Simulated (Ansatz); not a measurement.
**BHO (singlet): the correlation ladder at distance B1–O2 = 1.485 Å, cc-pVDZ**

An exercise on one series of results from a longer session: the logs are not shown, and one member is left open.

Method: cc-pVDZ, core rule «outside noble gas», up to 2 orbitals frozen; program: Ansatz 0.2.0, Gaussian basis.

The runs, in order: UHF; CCSD(T) on RHF; BCCD(T) on RHF; CISD; CCSDT(Q) on RHF; CASSCF and MRCISD+Q, 2 electrons in 2 orbitals; CASSCF and NEVPT2, 2 electrons in 2 orbitals; CASSCF and MRCISD+Q, 10 electrons in 9 orbitals; CASSCF and NEVPT2, 10 electrons in 9 orbitals.

33 further runs of the same task are left out: 6 for a known fault of the program, 18 that didn't finish, 9 set aside as unsound or not needed.

## What is computed

The geometry derives from a PBE0/def2-TZVP stationary point (not a proven minimum). One bond is set to the value named and the two fragments are kept rigid.

3 atoms, charge 0, spin multiplicity 1.

Atoms are counted from 1 here; the program's logs count them from 0.

Bond lengths: B1–O2 1.485 Å, B1–H3 1.173 Å. Angles: O2–B1–H3 180.0°.

The first run:

in.yaml reads:

```yaml
crystal:
  periodic: [false, false, false]
  atoms:
    - {symbol: B, position_ang: [0.000000, 0.000000, 0.104098]}
    - {symbol: O, position_ang: [0.000000, 0.000000, -1.380902]}
    - {symbol: H, position_ang: [0.000000, 0.000000, 1.276805]}
basis:
  gaussian: {orbitals: cc-pVDZ}
magnetization: {spin_polarized: true, initial_magnetization: 0}
hamiltonian: {xc: hf}
output: {orbitals: {seedname: orbitals}}
```

Launch:

```console
$ ansatz run in.yaml --threads 1 --pin off --events-out ev --progress --plain --max-ram 2393MiB
```

Steps of the session up to this table: UHF; CCSD(T) on RHF; BCCD(T) on RHF; CISD; CCSDT(Q) on RHF; CASSCF and MRCISD+Q, 2 electrons in 2 orbitals; CASSCF and NEVPT2, 2 electrons in 2 orbitals; CASSCF and MRCISD+Q, 10 electrons in 9 orbitals; CASSCF and NEVPT2, 10 electrons in 9 orbitals.

One table of the session follows, with a row left open; its other results are not shown here.

| method | from RCCSDT(Q) (meV) |
| --- | --- |
| RHF | +8666.8 |
| RMP2 | +510.9 |
| CISD | +1144.1 |
| RCCSD | +526.3 |
| RCCSD(T) | ? |
| BCCD(T) | +82.8 |
| RCCSDT | +60.7 |
| RCCSDT(Q) | 0 |
| CASSCF pair | +7894.0 |
| NEVPT2 pair | +674.4 |
| MRCISD pair | +993.8 |
| MRCISD+Q pair | +260.6 |
| CASSCF valence | +4223.3 |
| NEVPT2 valence | +882.9 |
| MRCISD valence | +244.4 |
| MRCISD+Q valence | +65.5 |

Estimate the missing values for RCCSD(T).

**Answer.** from RCCSDT(Q) (meV): +86.6. In the column «from RCCSDT(Q) (meV)» it lies between BCCD(T) (+82.8) and MRCISD valence (+244.4).
